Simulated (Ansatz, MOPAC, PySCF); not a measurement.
Zinc-blende BP, bulk modulus B0

Reference value: 176 GPa (measured, 0 K, zero-point effect removed, our sources range from 168 to 176; as tabulated in Goldzak et al. (2022), arXiv:2208.04865).

```tsv
level (code)	value (GPa)	cell (Å³/atom)
MNDO semi-empirical Hartree-Fock (MOPAC)	303	10.20
LDA (Ansatz)	176	11.32
BLYP (Ansatz)	…	12.13
PBE (Ansatz)	162	11.76
revPBE (Ansatz)	…	11.92
PBE-D4 (Ansatz)	171	11.42
r²SCAN+rVV10 (Ansatz)	171	11.63
B3LYP (VWN-RPA form) (Ansatz)	162	11.86
PBE0 (Ansatz)	175	11.57
Hartree–Fock (Ansatz)	175	12.04
MP2 (PySCF)	…	11.29
CCSD(T) (PySCF)	174 ± 5	11.50
```

Task: What belongs in the gaps?

Result: 
- BLYP (Ansatz, a program for electronic structure), value (GPa): 148
- revPBE (Ansatz), value (GPa): 157
- MP2 (PySCF), value (GPa): 184 ± 6

Errors against the reference: MNDO semi-empirical Hartree-Fock (MOPAC) +72 %, LDA 0.0 %, BLYP -15.9 %, PBE -8.0 %, revPBE -10.8 %, PBE-D4 -2.8 %, r²SCAN+rVV10 -2.8 %, B3LYP (VWN-RPA form) -8.0 %, PBE0 -0.6 %, Hartree–Fock -0.6 %, MP2 +4.5 %, CCSD(T) -1.1 %.

Once the reference is moved by up to 4.8 % (a margin picked here for doubts on the reference and the settings) and values within 1.7 % count as equal, the nearest can be LDA (0.0 %), PBE0 (-0.6 %), Hartree–Fock (-0.6 %), CCSD(T) (-1.1 %), PBE-D4 (-2.8 %), r²SCAN+rVV10 (-2.8 %), MP2 (+4.5 %), PBE (-8.0 %) or B3LYP (VWN-RPA form) (-8.0 %). Farthest off among them: MNDO semi-empirical Hartree-Fock (MOPAC) (+72 %).

A ± on a computed value is a rough bar: the spread of its extrapolation, a floor set from checks against published values, or a statistical error. MNDO semi-empirical Hartree-Fock (MOPAC): the method was fitted mainly to molecules. MNDO semi-empirical Hartree-Fock (MOPAC): the run uses a supercell at the zone centre in place of a k mesh. Each level is taken at its own relaxed cell. Cutoffs and k meshes differ between the levels. Ansatz's density-functional and Hartree–Fock values are scalar-relativistic unless marked +SOC, with PAW data made under PBE.

Differences are worked out from the printed values.
